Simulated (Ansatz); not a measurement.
**Strength of the C–S bond: C2H6O2S → CH3O2S + CH3**

Species: C2H6O2S (dimethyl sulfone) `CS(C)(=O)=O`, singlet; CH3O2S `C[S](=O)=O`, doublet; CH3 (methyl radical) `[CH3]`, doublet. 

Shapes, held fixed at every level: PBE0-D4/def2-TZVP. Programs: Ansatz 0.2.0. The zero-point and thermal change to 298 K, harmonic and unscaled (PBE0-D4/def2-TZVP), is -20.0 kJ/mol.

Estimate ΔH(298 K) of this reaction.

The highest level, CCSD(T)/CBS estimate, gives ΔH(298 K) = +306.7 kJ/mol; the levels span +256.2 to +306.7. The column of differences is taken from that level and isn't an error. No measured value is set beside it here. Open shells run unrestricted unless RO is named. The CBS estimate extrapolates MP2 from def2-TZVPP and def2-QZVPP and adds CCSD(T) − MP2 in the triple-zeta set, cores frozen.

```csv
level,kind,ΔH(298 K) (kJ/mol),less CCSD(T)/CBS estimate
BHLYP-D4/def2-TZVPP,global hybrid,+283.9,-22.8
r2SCAN0-D4/def2-TZVPP,global hybrid,+280.0,-26.7
wB97M-V/def2-TZVPP,range-separated hybrid,+302.0,-4.7
MP2/def2-SVP,perturbation theory,+275.2,-31.5
CCSD/def2-SVP,coupled cluster or CI,+256.2,-50.5
CCSD/def2-TZVPP,coupled cluster or CI,+289.5,-17.2
CCSD(T)/CBS estimate,coupled cluster or CI,+306.7,0.0
```
